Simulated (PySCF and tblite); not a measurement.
Values are calculated unless marked as measured or tabulated.
C₄H₆O₂, numbered as in [CH2:1]=[CH:2][O:3][C:4]([CH3:5])=[O:6].

Conformers came from 90 starts (ETKDG and KDG, MMFF94s, GFN2-xTB); geometries are GFN2-xTB. Weights use CAM-B3LYP-D3(BJ)/pcSseg-1 (IEF-PCM, chloroform) energies plus GFN2-xTB zero-point and thermal terms (modes under about 100 cm⁻¹ blended into free rotors). Symmetry numbers and mirror images are counted. Conformers within 3 kcal/mol (GFN2-xTB free energy) were kept, 8 at most. Couplings: B3LYP/6-31G* with pcJ-1 on H (gas phase; spin-dipole term only for pairs with B, N, F, Si or P). Couplings are for ¹H. H–H couplings come out 0.1 to 0.9 Hz lower than with pcJ-1 on all atoms. Of two unlike H on one atom, a is the less shielded (CAM-B3LYP/pcSseg-1 (IEF-PCM, chloroform)). Codes: tblite and PySCF.

Torsions listed: C1–C2–O3–C4, C2–O3–C4–O6.

```csv
conformer,shape,weight %
1,"180°, 0°",99.4
2,"0°, 0°",0.6
```

(1) Give the couplings in each conformer and the averages at 298.15 K (pairs that fast motion interchanges averaged).

Answers

(1) 
| coupling | pairs | 1 | 2 | average (Hz) |
| --- | --- | --- | --- | --- |
| ²J(H1b,H1a) | 1 | -3.0 | -4.0 | -3.0 |
| ³J(H1b,H2) | 1 | 7.8 | 9.1 | 7.8 |
| ³J(H1a,H2) | 1 | 13.9 | 15.1 | 13.9 |
| ²J(H5,H5) | 3 | -15.5 | -15.4 | -15.5 |


Conformer gaps in pcSseg-1 on xTB geometries can be 2 kcal/mol off for S=O, P=O and other polar bonds.